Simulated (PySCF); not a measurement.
Electron affinity of Li by level of theory

Li⁻ [He] 2s2 (1S) → Li [He] 2s1 (2S), as a difference of total energies. Calculation: PySCF 2.14, in aug-cc-pVQZ; no relativity, point nucleus. Correlated levels: valence: 1s2 frozen. The calculations carry no spin-orbit coupling.

Task: Order these methods by the electron affinity they give, lowest first.
A. SCS-MP2 (valence)
B. UHF
C. MP2 (valence)
D. CCSD (valence)

Result: B (-0.123 eV), C (0.365 eV), A (0.462 eV), D (0.616 eV).

Errors of the correlated levels include the incompleteness of this basis and the frozen core.

A negative affinity means that the anion lies above the atom at that level of theory.

With two correlated electrons CCSD is exact in that space.

The coupled-cluster amplitudes are large for Li⁻ (T1 above 0.03 or a double amplitude above 0.15), so a single reference is strained.

For comparison: 0.618 eV (measured; photodetachment measurements, as compiled on the Wikipedia data page of electron affinities).
